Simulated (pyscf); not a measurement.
`[Cl][GeH]` [singlet] + `[ClH]` + `[ClH]` → `[Cl][GeH2][Cl]` + `[ClH]` (multi-bond step; singlet surface; Cl–H, Cl–H broken, Cl–Ge, Ge–H, Cl–H formed). PySCF, gas phase, ωB97X-D3(BJ)/def2-SVP geometries. Energies in kcal/mol from the separated reactants.

```tsv
level	barrier	reaction energy
PBE/def2-TZVP	-14.2	-40.7
r²SCAN/def2-TZVP	-14.8	-47.1
PBE0-D3(BJ)/def2-TZVP	-12.5	-46.1
M06-2X/def2-TZVP	-5.0	-46.9
ωB97M-D3(BJ)/def2-TZVP	?	-41.8
HF/def2-TZVP	?	?
```

Q: Complete the blanks.

A: 
- ωB97M-D3(BJ)/def2-TZVP, barrier: -1.1
- HF/def2-TZVP, barrier: 22.7
- HF/def2-TZVP, reaction energy: -44.1

On the reactant side the descent ends in a bound adduct, 13.2 kcal/mol under the separated species and 6.5 kcal/mol under the saddle at ωB97X-D3(BJ)/def2-TZVP. At PBE0-D3(BJ), M06-2X, ωB97M-D3(BJ) the saddle lies under the separated reactants, which points to a path from their complex (located at ωB97X-D3(BJ) alone). At PBE, r²SCAN this geometry lies under the reactants; that is no barrier but a single point on another level's saddle; such a level's own saddle, if it has one, lies nearer that side and is low. At ωB97X-D3(BJ) the barrier from the zero used here is -6.7 kcal/mol. This is the saddle that the search found; another between the same sides may lie lower. Elements up to Kr have no core potential and no relativistic terms here.
